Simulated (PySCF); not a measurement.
Why did this PySCF run fail?

```python
from pyscf import gto, scf

mol = gto.M(
    atom='S 0.1964 0.3402 -0.2315; O -0.4673 -0.8094 0.4145; H 1.4172 0.5501 0.3805; H -0.2322 1.5024 0.3805',
    basis='pcseg-1',
    charge=0,
    spin=1,
    verbose=4,
)
mf = scf.RHF(mol)
mf.kernel()
mf.stability(internal=True, external=True)
mf.dip_moment()
print('orbital energies (hartree):', mf.mo_energy[..., max(0, mol.nelec[1]-3):mol.nelec[0]+3].round(4))
```

```bash
$ OMP_NUM_THREADS=1 python input.py
```

The log, shortened:

```
RuntimeError: Electron number 26 and spin 1 are not consistent
Note mol.spin = 2S = Nalpha - Nbeta, not 2S+1
```

Which setting is at fault, why, and what does a mended input give?

The spin (2S) (1): the number of electrons and the number of unpaired electrons must both be even or both be odd. With this edit
```diff
-     spin=1,
+     spin=0,
```
the run finishes: E(SCF) = -473.410797 Eh, 10 cycles, μ(SCF) = 4.24 D, internal stable; real -> complex stable; RHF/RKS -> UHF/UKS stable.
